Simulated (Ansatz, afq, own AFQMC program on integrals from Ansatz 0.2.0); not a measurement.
Two steps: Ansatz 0.2.0 writes the Fock matrix and Cholesky factors of the valence space, and afq projects on them the lowest state that overlaps trial and start.

```yaml
crystal:
  periodic: [false, false, false]
  atoms:
    - {symbol: B, position_ang: [0.000000, 0.000000, 0.000000]}
    - {symbol: C, position_ang: [0.000000, 0.000000, 1.488912]}
basis:
  gaussian: {orbitals: aug-cc-pVDZ}
total_charge: 1
magnetization: {spin_polarized: false, initial_magnetization: 2}
correlation: {method: ccsd_t, electrons: outside_noble_gas, hamiltonian_folder: ham}
```

```sh
$ ansatz run in.yaml --threads 1 --pin off --events-out ev --progress --plain --max-ram 16896MiB --backend cuda --devices 0, --max-vram 18GiB
```

Options of the walk:

```
--method phaseless --trial cisd --walkers 4000 --populations 20 --least-time 60 --time-step 0.005 --steps-per-block 50 --equilibration-blocks 28 --max-blocks 4000 --target-error 0.00015 --factor-cut 1e-05 --start spin_pure --seed 3213 --release-times 0.24,0.51,0.99,1.62,2.4 --release-step 0.03 --release-every 3 --taylor-order 6
```

Times are imaginary, in 1/Eh. The walk had a cap of 133 s. With eight or more populations the least sampling time is a fifth of least-time, and the error comes from their spread.

afq prints:

```
orbitals 44  electrons 4 2  factors 324 of 470
reference energy -61.90764858 Eh
CCSD correlation -0.19914583 Eh in 19 cycles, weight of the determinant in the CISD state 0.7232
energy of the start -62.106771 Eh
 block  time / (1/Eh)  mean weight  energy / Eh
     1     0.250  1.0000  -62.106058
     2     0.500  0.9999  -62.107646
     3     0.750  1.0000  -62.109795
     4     1.000  1.0002  -62.112126
     5     1.250  1.0002  -62.113886
     7     1.750  0.9998  -62.115967
     9     2.250  1.0000  -62.117875
    13     3.250  0.9999  -62.121480
    19     4.750  1.0000  -62.121817
    22     5.500  1.0000  -62.122635
    25     6.250  0.9999  -62.122518
    31     7.750  1.0001  -62.120250
    37     9.250  0.9998  -62.120160
    43    10.750  1.0000  -62.120067
    49    12.250  1.0002  -62.120973
    55    13.750  1.0001  -62.121220
    61    15.250  1.0001  -62.119712
    67    16.750  0.9999  -62.118862
    73    18.250  0.9999  -62.117204
    79    19.750  1.0000  -62.120307
    85    21.250  1.0000  -62.120181
    91    22.750  1.0001  -62.118608
    97    24.250  0.9999  -62.118935
   103    25.750  1.0001  -62.119944
   109    27.250  1.0001  -62.117769
   112    28.000  1.0003  -62.116757
   115    28.750  0.9994  -62.118313
   121    30.250  0.9998  -62.118481
   124    31.000  0.9993  -62.118126
error from the spread of 20 populations
released: time / (1/Eh)  energy / Eh  error  mean overlap
  0.24  -62.115873  0.004248  0.9997
  0.51  -62.120919  0.000191  1.0008
  0.99  -62.122057  0.000092  1.0003
  1.62  -62.123118  0.000168  0.9966
  2.40  -62.123610  0.000181  0.9958
energy -62.119559 +/- 0.000250 Eh
(rows thinned)
```

The run passed its tests (sampling time, drift between the halves within three errors, error under three times the target), which doesn't prove that it has relaxed, ending at its cap on processor time.

Against this walk (error 6.8 meV) on the same determinant: CCSD(T) 71.4 meV lower, CCSDT(Q) 130.3 meV lower, full CI (a separate run on its own orbitals, whose frozen core shifts it by up to a few meV) 135.9 meV lower. The error is statistical and leaves out the bias of the constraint. The released energies have errors that jump between times, so the bars are unsure (meV from the phaseless value at times in 1/Eh: 100 ± 116 at 0.24, -37 ± 5 at 0.51, -68 ± 3 at 0.99, -97 ± 5 at 1.62, -110 ± 5 at 2.40), so they give no level; they do show a bias of the constraint, and the last of them that isn't too noisy lies 26 meV above full CI. Full CI is exact here, so the walk's 136 meV above it is the walk's own error: the bias of the constraint with this trial. The determinant is a poor start (see the cautions), so the low cluster orders aren't to be relied on, and full CI is the sure value.

Cautions: constraint bias not in the error; error above the target (6.8 against 4.1 meV); lower spins were not checked; higher spins were not checked; a spin-contaminated unrestricted determinant lies lower (UHF 2.60 eV lower, ⟨S²⟩ 2.94); the search met a lower determinant of the same kind, perhaps of another symmetry (1.01 eV lower), and this one is a saddle point; strong correlation (T1 0.111, weight of the determinant 0.72, largest double 0.29); (T) is large, 8 % of the CCSD correlation; the CCSD(T) amplitudes may be one of several solutions (largest double 0.29); the CCSDT(Q) amplitudes may be one of several solutions (largest double 0.37); full CI with its own frozen core.

The walk took 2.2 min on 1 × NVIDIA H100 80GB HBM3 with 2 threads of AMD EPYC 7R13 Processor (Zen 3) (shared host) (the card was shared). The log's last line is the phaseless energy.

CCSDT and higher add their correlation energy to the determinant of the CCSD(T) run, since their own runs factorise the integrals more tightly (a shift of under 2 meV). A walk keeps the symmetry of its determinant, which the program's search chose and which needn't be the lowest solution, so a lower state of the same spin and another symmetry isn't excluded.
